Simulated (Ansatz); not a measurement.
A made-up structure of SiH₂SO, closed shell:

```csv
atom,x (Å),y (Å),z (Å)
O1,0.0036,-0.2928,1.3401
Si2,-0.1533,0.1774,-0.2396
S3,1.2808,-1.1422,0.4292
H4,-0.3649,-0.2610,2.2368
H5,0.2076,1.5725,-0.5607
```

It is relaxed with PBE-D4/def2-SVP and then PBE0-D4/def2-TZVP (Ansatz 0.2.0). Atoms count as bonded within 1.22 times the sum of their covalent radii (H–H: 0.88 Å). The end point is not checked to be a true minimum.

(1) Does its bonding change? (Judge from chemistry; the calculation decides.)

## Answers

(1) Computed: No: no bond forms or breaks.

Where it ends: The first stage lowers the energy by 1.76 eV in 9 steps. It ends as SiH₂SO ([OH]1[SiH][S]1):
```
5
angstrom
O -0.2323 -0.5692 1.3113
Si -0.2859 0.0934 -0.5331
S 1.2753 -1.0723 0.5419
H -0.0117 0.1521 1.9175
H 0.2284 1.4498 -0.0317
```

Labels in which every atom is bracketed show which atoms are joined, not bond orders.

For scale, one of the runs: PBE0-D4/def2-TZVP relaxation, 117 basis functions, launched by `ansatz run in.yaml --threads 2 --pin off --events-out ev --progress --plain --max-ram 4352MiB`. The run took about 15 s on 2 CPU threads of an Arm Neoverse V2 (shared host).
